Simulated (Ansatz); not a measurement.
**H2Ge–N, quartet: vertical spin and charge gaps**

Geometry (PBE0/def2-TZVP stationary point for this spin, not checked as a minimum):

| atom | x (Å) | y (Å) | z (Å) |
| --- | --- | --- | --- |
| Ge | -0.0346 | 0.0000 | 0.2958 |
| N | 0.0724 | 0.0000 | -1.6458 |
| H | 0.7424 | -1.2582 | 0.7751 |
| H | 0.7424 | 1.2582 | 0.7751 |

Basis cc-pVTZ; Ansatz 0.2.0. Only valence electrons are correlated (noble-gas cores and the filled d shells of p-block atoms frozen). Prefix R: restricted or restricted open-shell reference; prefix U: unrestricted. Active spaces: valence = (11e, 10o) chosen from the atoms' valence shells. No spin–orbit coupling is included, and no scalar relativity.

Gaps are energies of the second state less the first, at fixed atoms, for a selection of the levels run; each method lands on the state that its own search finds for that charge and spin.

Unrestricted rows (U, and Kohn–Sham where it breaks symmetry) aren't spin-pure: their determinants' ⟨S²⟩ exceeds S(S+1) by up to 0.69, so they mix in states of higher spin. A value is left out where its run failed or describes another state than the reference as far as symmetry and spin tell, or, spin-broken singlets apart, can't be checked.

Task: PBE gives 8.675 eV for removing an electron, to the triplet. Estimate what UCCSDT(Q) gives in cc-pVTZ.

Result: UCCSDT(Q) in cc-pVTZ gives 8.669 eV, so against it PBE is off by 0.006 eV.

```json
{"level": "UHF", "gap (eV)": "8.313", "error (meV)": "-356", "⟨S²⟩ where 0.1 over S(S+1) (first / second)": "– / 2.69"}
{"level": "UMP2", "gap (eV)": "9.187", "error (meV)": "518", "⟨S²⟩ where 0.1 over S(S+1) (first / second)": "– / 2.69"}
{"level": "UCCSD", "gap (eV)": "8.774", "error (meV)": "105", "⟨S²⟩ where 0.1 over S(S+1) (first / second)": "– / 2.69"}
{"level": "UCCSD(T)", "gap (eV)": "8.733", "error (meV)": "64", "⟨S²⟩ where 0.1 over S(S+1) (first / second)": "– / 2.69"}
{"level": "BCCD(T)", "gap (eV)": "8.694", "error (meV)": "25", "⟨S²⟩ where 0.1 over S(S+1) (first / second)": "– / –"}
{"level": "UCCSDT", "gap (eV)": "8.685", "error (meV)": "16", "⟨S²⟩ where 0.1 over S(S+1) (first / second)": "– / 2.69"}
{"level": "CASSCF (valence space)", "gap (eV)": "7.676", "error (meV)": "-993", "⟨S²⟩ where 0.1 over S(S+1) (first / second)": "– / –"}
{"level": "NEVPT2 (valence space)", "gap (eV)": "8.471", "error (meV)": "-198", "⟨S²⟩ where 0.1 over S(S+1) (first / second)": "– / –"}
{"level": "MRCISD (valence space)", "gap (eV)": "8.528", "error (meV)": "-141", "⟨S²⟩ where 0.1 over S(S+1) (first / second)": "– / –"}
{"level": "MRCISD+Q (valence space)", "gap (eV)": "8.650", "error (meV)": "-19", "⟨S²⟩ where 0.1 over S(S+1) (first / second)": "– / –"}
{"level": "r2SCAN", "gap (eV)": "8.921", "error (meV)": "252", "⟨S²⟩ where 0.1 over S(S+1) (first / second)": "– / 2.10"}
{"level": "PBE0", "gap (eV)": "8.889", "error (meV)": "220", "⟨S²⟩ where 0.1 over S(S+1) (first / second)": "– / –"}
{"level": "B3LYP", "gap (eV)": "8.872", "error (meV)": "203", "⟨S²⟩ where 0.1 over S(S+1) (first / second)": "– / –"}
{"level": "wB97M-V", "gap (eV)": "8.824", "error (meV)": "155", "⟨S²⟩ where 0.1 over S(S+1) (first / second)": "– / –"}
{"level": "B2PLYP", "gap (eV)": "8.819", "error (meV)": "150", "⟨S²⟩ where 0.1 over S(S+1) (first / second)": "– / 2.20"}
{"level": "RPA-PBE", "gap (eV)": "8.868", "error (meV)": "199", "⟨S²⟩ where 0.1 over S(S+1) (first / second)": "– / –"}
```

Removing an electron, to the quintet: 10.434 eV at UCCSDT(Q).

```json
{"level": "UHF", "gap (eV)": "9.063", "error (meV)": "-1371"}
{"level": "UMP2", "gap (eV)": "10.340", "error (meV)": "-94"}
{"level": "UCCSD", "gap (eV)": "10.355", "error (meV)": "-79"}
{"level": "UCCSD(T)", "gap (eV)": "10.426", "error (meV)": "-8"}
{"level": "BCCD(T)", "gap (eV)": "10.430", "error (meV)": "-4"}
{"level": "UCCSDT", "gap (eV)": "10.429", "error (meV)": "-5"}
{"level": "CASSCF (valence space)", "gap (eV)": "9.217", "error (meV)": "-1217"}
{"level": "NEVPT2 (valence space)", "gap (eV)": "10.279", "error (meV)": "-155"}
{"level": "MRCISD (valence space)", "gap (eV)": "10.312", "error (meV)": "-122"}
{"level": "MRCISD+Q (valence space)", "gap (eV)": "10.457", "error (meV)": "23"}
{"level": "PBE", "gap (eV)": "10.725", "error (meV)": "291"}
{"level": "r2SCAN", "gap (eV)": "10.587", "error (meV)": "153"}
{"level": "PBE0", "gap (eV)": "10.650", "error (meV)": "216"}
{"level": "B3LYP", "gap (eV)": "10.786", "error (meV)": "352"}
{"level": "wB97M-V", "gap (eV)": "10.597", "error (meV)": "163"}
{"level": "B2PLYP", "gap (eV)": "10.602", "error (meV)": "168"}
{"level": "RPA-PBE", "gap (eV)": "10.794", "error (meV)": "360"}
```

Task: PBE gives 6.058 eV for sextet less quartet. Estimate what UCCSDT(Q) gives in cc-pVTZ.

Result: UCCSDT(Q) in cc-pVTZ gives 5.922 eV, so against it PBE is off by 0.136 eV.

```csv
level,gap (eV),error (meV)
UHF,5.219,-703
UMP2,5.900,-22
UCCSD,5.896,-26
UCCSD(T),5.921,-1
BCCD(T),5.927,5
UCCSDT,5.920,-2
CASSCF (valence space),5.727,-195
NEVPT2 (valence space),5.976,54
MRCISD (valence space),5.957,35
MRCISD+Q (valence space),5.959,37
r2SCAN,5.961,39
PBE0,6.019,97
B3LYP,6.207,285
wB97M-V,6.118,196
B2PLYP,6.153,231
RPA-PBE,6.070,148
```

Functionals correlate the shells that the reference freezes, so part of their error here is the reference's.

Full CI isn't at hand for all of this; UCCSDT(Q) serves as the reference, and is uncertain by about the last step of the cluster series. The frozen core follows each run's orbitals, which can shift R against U totals by a few meV for light atoms and by up to 0.1 eV past Ca.
